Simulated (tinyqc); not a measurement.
Inside a calculation. Method: UKS/exchange-only LDA in the sto-6g basis, for BH2, spin multiplicity 2. One step of it, computed by the program tinyqc.

Task: Iteration 1: building the Kohn-Sham matrix. J_ij = sum D_kl (ij|kl) with D = D(alpha) + D(beta); F = H + J + V_xc; E = tr D H + tr D J / 2 + E_xc + E_nn.

D(alpha) at the start, lower triangle:
```
            1B 1s      1B 2s    1B 2px     1B 2py     1B 2pz      2H 1s     3H 1s
1B 1s    1.072270
1B 2s   -0.277279   1.051568
1B 2px   0.000000   0.000000  1.000000
1B 2py  -0.001250   0.006391  0.000000   1.154149
1B 2pz  -0.100593   0.421090  0.000000   0.000753   0.168733
2H 1s    0.030540  -0.099855  0.000000  -0.121935  -0.039751   0.022255
3H 1s    0.029546  -0.097126  0.000000   0.119632  -0.039041  -0.003399  0.021510
```

D(beta) at the start, lower triangle:
```
            1B 1s      1B 2s    1B 2px     1B 2py     1B 2pz      2H 1s     3H 1s
1B 1s    1.072270
1B 2s   -0.277279   1.051568
1B 2px   0.000000   0.000000  0.000000
1B 2py  -0.001250   0.006391  0.000000   1.154149
1B 2pz  -0.100593   0.421090  0.000000   0.000753   0.168733
2H 1s    0.030540  -0.099855  0.000000  -0.121935  -0.039751   0.022255
3H 1s    0.029546  -0.097126  0.000000   0.119632  -0.039041  -0.003399  0.021510
```

core Hamiltonian H = T + V (hartree), lower triangle:
```
             1B 1s      1B 2s     1B 2px     1B 2py     1B 2pz      2H 1s      3H 1s
1B 1s   -13.189870
1B 2s    -3.275517  -4.110290
1B 2px    0.000000   0.000000  -3.302422
1B 2py   -0.000853  -0.006281   0.000000  -3.445222
1B 2pz   -0.011230  -0.101503   0.000000  -0.002366  -3.331121
2H 1s    -0.540735  -1.369951   0.000000  -1.212632  -0.557357  -2.558704
3H 1s    -0.484323  -1.275907   0.000000   1.145640  -0.526981  -0.170526  -2.497729
```

Two-electron integrals (ij|kl) in chemists' order, unique and non-zero (hartree):
```
(11|11) 2.924993    (21|11) 0.480756    (21|21) 0.099484    (22|11) 0.743449
(22|21) 0.188967    (22|22) 0.544922    (31|31) 0.021096    (32|31) 0.030854
(32|32) 0.120443    (33|11) 0.743450    (33|21) 0.188967    (33|22) 0.544922
(33|33) 0.587109    (41|41) 0.021096    (42|41) 0.030854    (42|42) 0.120443
(43|43) 0.031641    (44|11) 0.743450    (44|21) 0.188967    (44|22) 0.544922
(44|33) 0.523827    (44|44) 0.587109    (51|51) 0.021096    (52|51) 0.030854
(52|52) 0.120443    (53|53) 0.031641    (54|54) 0.031641    (55|11) 0.743450
(55|21) 0.188967    (55|22) 0.544922    (55|33) 0.523827    (55|44) 0.523827
(55|55) 0.587109    (61|11) 0.081308    (61|21) 0.016311    (61|22) 0.030760
(61|33) 0.030594    (61|41) 0.001171    (61|42) 0.002244    (61|44) 0.031010
(61|51) 0.000525    (61|52) 0.001006    (61|54) 0.000187    (61|55) 0.030677
(61|61) 0.002775    (62|11) 0.208447    (62|21) 0.053972    (62|22) 0.172911
(62|33) 0.167878    (62|41) 0.005753    (62|42) 0.034807    (62|44) 0.180452
(62|51) 0.002579    (62|52) 0.015600    (62|54) 0.005636    (62|55) 0.170404
(62|61) 0.009421    (62|62) 0.078557    (63|31) 0.005444    (63|32) 0.025231
(63|43) 0.006387    (63|53) 0.002863    (63|63) 0.008212    (64|11) 0.184894
(64|21) 0.048517    (64|22) 0.163504    (64|33) 0.154999    (64|41) 0.009815
(64|42) 0.054921    (64|44) 0.178383    (64|51) 0.001959    (64|52) 0.013307
(64|54) 0.007618    (64|55) 0.157130    (64|61) 0.008872    (64|62) 0.086690
(64|64) 0.101906    (65|11) 0.082869    (65|21) 0.021745    (65|22) 0.073282
(65|33) 0.069470    (65|41) 0.001959    (65|42) 0.013307    (65|44) 0.074225
(65|51) 0.006322    (65|52) 0.031195    (65|54) 0.008519    (65|55) 0.076150
(65|61) 0.003976    (65|62) 0.038854    (65|64) 0.041993    (65|65) 0.027033
(66|11) 0.376434    (66|21) 0.099468    (66|22) 0.360416    (66|33) 0.339727
(66|41) 0.012181    (66|42) 0.098941    (66|44) 0.391411    (66|51) 0.005459
(66|52) 0.044345    (66|54) 0.023164    (66|55) 0.350109    (66|61) 0.017713
(66|62) 0.214879    (66|64) 0.256888    (66|65) 0.115136    (66|66) 0.774999
(71|11) 0.072755    (71|21) 0.014600    (71|22) 0.027552    (71|33) 0.027403
(71|41) -0.001048   (71|42) -0.002014   (71|44) 0.027775    (71|51) 0.000470
(71|52) 0.000903    (71|54) -0.000167   (71|55) 0.027478    (71|61) 0.002355
(71|62) 0.007565    (71|64) 0.006500    (71|65) 0.003206    (71|66) 0.013861
(71|71) 0.002223    (72|11) 0.193023    (72|21) 0.050017    (72|22) 0.161010
(72|33) 0.156274    (72|41) -0.005322   (72|42) -0.032617   (72|44) 0.168104
(72|51) 0.002386    (72|52) 0.014626    (72|54) -0.005305   (72|55) 0.158653
(72|61) 0.007827    (72|62) 0.045080    (72|64) 0.037745    (72|65) 0.021810
(72|66) 0.092150    (72|71) 0.007823    (72|72) 0.069216    (73|31) 0.004950
(73|32) 0.023166    (73|43) -0.005929   (73|53) 0.002659    (73|63) 0.004073
(73|73) 0.007071    (74|11) -0.173512   (74|21) -0.045550   (74|22) -0.154162
(74|33) -0.146190   (74|41) 0.009029    (74|42) 0.051248    (74|44) -0.168088
(74|51) -0.001829   (74|52) -0.012592   (74|54) 0.007160    (74|55) -0.148209
(74|61) -0.006826   (74|62) -0.038406   (74|64) -0.029245   (74|65) -0.018282
(74|66) -0.076484   (74|71) -0.007452   (74|72) -0.077252   (74|74) 0.091526
(75|11) 0.077804    (75|21) 0.020425    (75|22) 0.069127    (75|33) 0.065553
(75|41) -0.001829   (75|42) -0.012592   (75|44) 0.070054    (75|51) 0.005770
(75|52) 0.028812    (75|54) -0.007948   (75|55) 0.071775    (75|61) 0.003358
(75|62) 0.022014    (75|64) 0.018160    (75|65) 0.014496    (75|66) 0.046680
(75|71) 0.003341    (75|72) 0.034640    (75|74) -0.037870   (75|75) 0.024052
(76|11) 0.023958    (76|21) 0.006189    (76|22) 0.019960    (76|33) 0.019446
(76|41) -0.000007   (76|42) -0.000064   (76|44) 0.020223    (76|51) 0.000514
(76|52) 0.003104    (76|54) -0.000015   (76|55) 0.020211    (76|61) 0.001030
(76|62) 0.007361    (76|64) 0.007176    (76|65) 0.003973    (76|66) 0.017849
(76|71) 0.000924    (76|72) 0.006961    (76|74) -0.006906   (76|75) 0.003791
(76|76) 0.000900    (77|11) 0.364294    (77|21) 0.096301    (77|22) 0.350795
(77|33) 0.330993    (77|41) -0.011487   (77|42) -0.095130   (77|44) 0.380455
(77|51) 0.005151    (77|52) 0.042657    (77|54) -0.022179   (77|55) 0.340938
(77|61) 0.015001    (77|62) 0.096603    (77|64) 0.078967    (77|65) 0.048420
(77|66) 0.204071    (77|71) 0.015337    (77|72) 0.200098    (77|74) -0.241583
(77|75) 0.108328    (77|76) 0.017849    (77|77) 0.774999
```

nuclear repulsion = 3.93111304 hartree

V_xc(alpha) (hartree), lower triangle:
```
            1B 1s      1B 2s     1B 2px     1B 2py     1B 2pz      2H 1s      3H 1s
1B 1s   -1.740151
1B 2s   -0.258531  -0.460222
1B 2px   0.000000   0.000000  -0.485465
1B 2py  -0.000033   0.000115   0.000000  -0.480685
1B 2pz  -0.007733  -0.045319   0.000000   0.000245  -0.414639
2H 1s   -0.045327  -0.129461   0.000000  -0.113975  -0.054744  -0.171431
3H 1s   -0.040560  -0.119367   0.000000   0.106216  -0.050959  -0.014890  -0.158297
```

V_xc(beta) (hartree), lower triangle:
```
            1B 1s      1B 2s     1B 2px     1B 2py     1B 2pz      2H 1s      3H 1s
1B 1s   -1.724051
1B 2s   -0.245445  -0.400612
1B 2px   0.000000   0.000000  -0.378180
1B 2py  -0.000039   0.000084   0.000000  -0.450586
1B 2pz  -0.009338  -0.056119   0.000000   0.000265  -0.373214
2H 1s   -0.043557  -0.118340   0.000000  -0.107950  -0.053108  -0.162821
3H 1s   -0.038971  -0.109141   0.000000   0.100563  -0.049388  -0.013621  -0.149881
```

E_xc = sum of w rho eps_xc = -4.44423125 hartree

Give: Coulomb J; F(alpha); F(beta); total energy of this density.

Result:

Coulomb J (hartree), lower triangle:
```
         1B 1s    1B 2s  1B 2px   1B 2py  1B 2pz   2H 1s   3H 1s
1B 1s   9.7074
1B 2s   1.9261   4.2478
1B 2px  0.0000   0.0000  4.2453
1B 2py  0.0000  -0.0004  0.0000   4.2997
1B 2pz  0.0384   0.1606  0.0000  -0.0004  4.1983
2H 1s   0.3215   1.3154  0.0000   1.2234  0.5728  2.6291
3H 1s   0.2878   1.2231  0.0000  -1.1524  0.5391  0.1526  2.5546
```

F(alpha) (hartree), lower triangle:
```
          1B 1s    1B 2s  1B 2px   1B 2py   1B 2pz    2H 1s    3H 1s
1B 1s   -5.2226
1B 2s   -1.6079  -0.3227
1B 2px   0.0000   0.0000  0.4574
1B 2py  -0.0009  -0.0065  0.0000   0.3738
1B 2pz   0.0194   0.0137  0.0000  -0.0025   0.4526
2H 1s   -0.2645  -0.1841  0.0000  -0.1032  -0.0393  -0.1011
3H 1s   -0.2370  -0.1721  0.0000   0.0995  -0.0388  -0.0328  -0.1015
```

F(beta) (hartree), lower triangle:
```
          1B 1s    1B 2s  1B 2px   1B 2py   1B 2pz    2H 1s    3H 1s
1B 1s   -5.2065
1B 2s   -1.5948  -0.2631
1B 2px   0.0000   0.0000  0.5647
1B 2py  -0.0009  -0.0066  0.0000   0.4038
1B 2pz   0.0178   0.0029  0.0000  -0.0025   0.4940
2H 1s   -0.2628  -0.1729  0.0000  -0.0971  -0.0377  -0.0924
3H 1s   -0.2355  -0.1619  0.0000   0.0938  -0.0372  -0.0316  -0.0931
```

total energy of this density = -23.629816 hartree
